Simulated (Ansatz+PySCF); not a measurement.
A calculation with PySCF 2.14.0.

```python
from pyscf import gto, scf

mol = gto.M(atom="""
N 0.000000 0.000000 -1.097750
N 0.000000 0.000000 1.097750
""", basis='6-31g', charge=0, spin=0)
mf = scf.RHF(mol)
mf.init_guess = 'huckel'
mf.kernel()
while True:  # follow internal instabilities
    mo, _, stable, _ = mf.stability(return_status=True)
    if stable: break
    mf.kernel(mf.make_rdm1(mo, mf.mo_occ))
print(mf.converged, mf.e_tot, mf.spin_square()[0])
```

The script is written out from the run's settings.

Results

```
Converged                       : yes
Total energy                    : -108.40902 hartree
Spin squared of the determinant : 0.000
```

Caution: an unrestricted determinant lies well below; the determinant breaks the point group.
